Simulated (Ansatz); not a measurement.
Structure relaxation of CuSi₃

Method: DFT PBE, scalar-relativistic, plane waves, PAW (Ansatz 0.2.0). Cutoff 420 eV, Γ-centred k mesh, Gaussian smearing, no spin polarisation in the final step.

A relaxed cell is given with its space group left out.

```
CELL_PARAMETERS angstrom
3.82792 0.00000 0.00000
0.00000 3.82792 0.00000
0.00000 0.00000 3.82792
ATOMIC_POSITIONS crystal
Si 0.00000 0.50000 0.50000
Si 0.50000 0.00000 0.50000
Si 0.50000 0.50000 0.00000
Cu 0.00000 0.00000 0.00000
```

Energies over the elements count from the elements' standard structures at the same level, with no empirical corrections.

**Question.** What space group does it have?

**Answer.** Pm-3m (No. 221). Conventional cell: a = 3.828 Å. Si has 4 Cu at 2.71 Å and 8 Si at 2.71 Å; Cu is coordinated by 12 Si at 2.71 Å.

**Question.** How far does it lie from the elements in energy?

**Answer.** 0.41 eV/atom.

**Question.** Is it a metal?

**Answer.** Yes, bands cross the Fermi level on the 12×12×12 mesh.

The final run used a 12×12×12 mesh on its 4-atom cell and 0.10 eV smearing. The k mesh leaves about 4 meV/atom of noise in metals. The cell came from a trial start, so CuSi₃ may not exist in this structure.